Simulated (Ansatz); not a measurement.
Input for Ansatz (development build ahead of 0.2.0):

```yaml
crystal:
  periodic: [false, false, false]
  atoms:
    - { symbol: C, position_ang: [0.03055, 0.0491, -0.61137] }
    - { symbol: O, position_ang: [0.05295, 0.02093, 0.82687] }
    - { symbol: H, position_ang: [-0.02387, -1.15861, -1.39853] }
    - { symbol: H, position_ang: [-0.02899, 1.08483, -1.32944] }
basis:
  gaussian: { orbitals: def2-SVP }
hamiltonian:
  xc: hf
```

The input is written out in the form of the current development build from the run's settings.

The run gave:

| Item | Value |
| --- | --- |
| Converged | yes |
| Total energy | -113.63293 hartree |
| Spin squared of the determinant | 0.000 |

Caution: stretched shape with no unrestricted run beside it, a lower state can exist.
